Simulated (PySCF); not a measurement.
Compound: C4H5 (charge +1).
SMILES with atom numbers: `[CH3:1][c+:2]1[cH:3][cH:4]1`

Method: delta-SCF UKS SCAN, pcX-2 on the ionised atom, pcseg-1 elsewhere, spin-free X2C (PySCF). These are vertical core ionisation energies against the vacuum level, from separate self-consistent calculations with and without the core hole.

One binding energy is withheld.

```tsv
atom(s)	bonded to	level	binding energy (eV)
C1	C and 3 H	C 1s	297.11
C2	2 C (aromatic in the SMILES) and C	C 1s	299.54
C3/C4	2 C (aromatic in the SMILES) and H	C 1s	?
```

Fill in C 1s for C3/C4.

299.14 eV (unsaturated ring CH carbon). The nearest listed C 1s value is that of C2; the shift against it is -0.40 eV.

The listed C 1s values span 2.43 eV, from C1 (bonded to C and 3 H) to C2 (bonded to 2 C (aromatic in the SMILES) and C). The widest gap between neighbouring values is 2.03 eV, between 297.11 and 299.14 eV. Summing the Pauling electronegativity differences to the bonded atoms, each weighted by its formal bond order, gives -1.05 for the lowest site and 0.00 for the highest; no listed site has a larger sum than the highest.

Express the binding energy of C 1s of C3/C4 in atomic units and per mole.

299.14 eV = 10.9932 Eh = 28863 kJ/mol.

One atom of each set of topologically equivalent atoms was ionised and stands for the set; in this conformer not all members are related by symmetry, and their own values weren't computed. The species carries charge +1, so core ionisation leaves charge +2. Isolated species at its PBE0-D3(BJ)/def2-SVP geometry, gas phase.
